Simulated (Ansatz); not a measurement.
BC₂ (the lowest doublet isomer of a short search), 3 atoms. Hardware: 4 threads of Arm Neoverse V1 on a shared host.

Correlated methods freeze 3 core orbitals.

Problem. How many basis functions does each of these Ansatz runs have, and roughly what does it cost? PBE-D4/def2-TZVP, charge 1 singlet at the geometry of the charge 0 doublet, energy, from earlier orbitals; CCSD(T)/def2-TZVPP, charge 1 singlet at the geometry of the charge 0 doublet, energy, from earlier orbitals; HF/def2-TZVP, charge 0 quartet, energy, from earlier orbitals; PBE-QIDH/def2-TZVP, charge 0 doublet, energy, from earlier orbitals; CCSD(T)/def2-TZVPP, charge 0 doublet, energy, from earlier orbitals; RPA@PBE/def2-TZVP, charge 0 doublet, energy, from earlier orbitals; PBE0-D4/def2-SVP, charge 0 doublet, energy, from earlier orbitals; LC-ωPBE/def2-TZVP, charge 0 quartet, energy, from earlier orbitals; B2PLYP/def2-TZVP, charge 0 doublet, energy, from earlier orbitals; HF/STO-3G, charge 0 quartet, energy; RPA@PBE/def2-TZVP, charge 0 quartet, energy, from earlier orbitals; PBE0-D4/def2-TZVPD, charge 0 doublet, energy, from earlier orbitals.

Solution. Other jobs shared the machine, so times can vary by a factor of up to 3. A dash marks memory too small to be measured apart from the calling script's.

```
                                                                                                        run  functions  fitting or Cholesky vectors  wall time  peak host memory (GiB)
                                                                        HF/STO-3G, charge 0 quartet, energy         15                          198      0.1 s                       –
                                          PBE0-D4/def2-SVP, charge 0 doublet, energy, from earlier orbitals         42                          434      0.3 s                       –
  PBE-D4/def2-TZVP, charge 1 singlet at the geometry of the charge 0 doublet, energy, from earlier orbitals         93                          529      0.3 s                       –
                                              HF/def2-TZVP, charge 0 quartet, energy, from earlier orbitals         93                          691     0.35 s                       –
                                         RPA@PBE/def2-TZVP, charge 0 doublet, energy, from earlier orbitals         93                          588     0.65 s                       –
                                        PBE0-D4/def2-TZVPD, charge 0 doublet, energy, from earlier orbitals        111                          513     0.75 s                       –
                                          B2PLYP/def2-TZVP, charge 0 doublet, energy, from earlier orbitals         93                          588     0.75 s                       –
                                        PBE-QIDH/def2-TZVP, charge 0 doublet, energy, from earlier orbitals         93                          588      0.8 s                       –
                                         LC-ωPBE/def2-TZVP, charge 0 quartet, energy, from earlier orbitals         93                          529      1.2 s                       –
                                        CCSD(T)/def2-TZVPP, charge 0 doublet, energy, from earlier orbitals         93                          588      1.6 s                       –
                                         RPA@PBE/def2-TZVP, charge 0 quartet, energy, from earlier orbitals         93                          588      2.2 s                       –
CCSD(T)/def2-TZVPP, charge 1 singlet at the geometry of the charge 0 doublet, energy, from earlier orbitals         93                          588      4.3 s                       –
```
